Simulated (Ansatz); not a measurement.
Process, species as SMILES: Cl[C]F (closed-shell singlet) + 3 [H][H] (H2) → C (CH4) + Cl (HCl) + F (HF)
B3LYP-D3(BJ)/def2-TZVP geometries, fixed; electronic energies without zero-point terms.

Basis-set convergence of the energy of full hydrogenation at B2PLYP with Ansatz (a quantum-chemistry and plane-wave program). Cartesian d functions, on some or all atoms, in 6-31G*, 6-31+G*, 6-311G**, 6-311+G**; all else is spherical. Cores are frozen. A restricted B2PLYP determinant is unstable towards unrestricted orbitals. No added dispersion term, no relativity. Functions are those of the species that has most. Reference: the value in pcseg-4, -125.98 kcal/mol, itself unsure by roughly 0.16 kcal/mol (its mean distance from aug-pcseg-3, aug-cc-pV(Q+d)Z, cc-pV(5+d)Z). Deviations are taken from unrounded values.

```
basis            functions  energy of full hydrogenation (kcal/mol)
---------------  ---------  ---------------------------------------
def2-SVP                46                                  -123.26
def2-SVPD               70                                  -134.94
pcseg-1                 46                                  -124.88
aug-pcseg-1             73                                  -127.38
6-31G*                  49                                  -111.01
6-31+G*                 61                                  -118.34
cc-pV(D+d)Z             51                                  -120.45
aug-cc-pV(D+d)Z         78                                  -129.84
6-311G**                63                                  -124.52
6-311+G**               75                                  -127.35
pcseg-2                 94                                  -126.20
aug-pcseg-2            142                                  -126.40
cc-pV(T+d)Z             99                                  -123.76
aug-cc-pV(T+d)Z        147                                  -126.06
def2-TZVP               99                                  -121.71
def2-TZVPD             123                                  -123.85
def2-TZVPP             104                                  -124.99
def2-TZVPPD            128                                  -126.46
cc-pV(Q+d)Z            175                                  -125.12
aug-cc-pV(Q+d)Z        264                                  -125.87
def2-QZVPP             184                                  -125.83
def2-QZVPPD            208                                  -126.03
pcseg-3                192                                  -126.24
aug-pcseg-3            281                                  -126.07
```

What the diffuse functions change, pair by pair:
- def2-SVP to def2-SVPD: 24 more functions, deviation 2.72 to -8.96 kcal/mol
- pcseg-1 to aug-pcseg-1: 27 more functions, deviation 1.10 to -1.40 kcal/mol
- 6-31G* to 6-31+G*: 12 more functions, deviation 14.96 to 7.64 kcal/mol
- cc-pV(D+d)Z to aug-cc-pV(D+d)Z: 27 more functions, deviation 5.53 to -3.86 kcal/mol
- 6-311G** to 6-311+G**: 12 more functions, deviation 1.45 to -1.37 kcal/mol
- pcseg-2 to aug-pcseg-2: 48 more functions, deviation -0.22 to -0.42 kcal/mol
- cc-pV(T+d)Z to aug-cc-pV(T+d)Z: 48 more functions, deviation 2.21 to -0.08 kcal/mol
- def2-TZVP to def2-TZVPD: 24 more functions, deviation 4.27 to 2.12 kcal/mol
- def2-TZVPP to def2-TZVPPD: 24 more functions, deviation 0.99 to -0.48 kcal/mol
- cc-pV(Q+d)Z to aug-cc-pV(Q+d)Z: 89 more functions, deviation 0.85 to 0.11 kcal/mol
- def2-QZVPP to def2-QZVPPD: 24 more functions, deviation 0.15 to -0.06 kcal/mol
- pcseg-3 to aug-pcseg-3: 89 more functions, deviation -0.26 to -0.09 kcal/mol

They bring the value nearer the reference by more than 0.16 kcal/mol in 7 of 12 pairs.
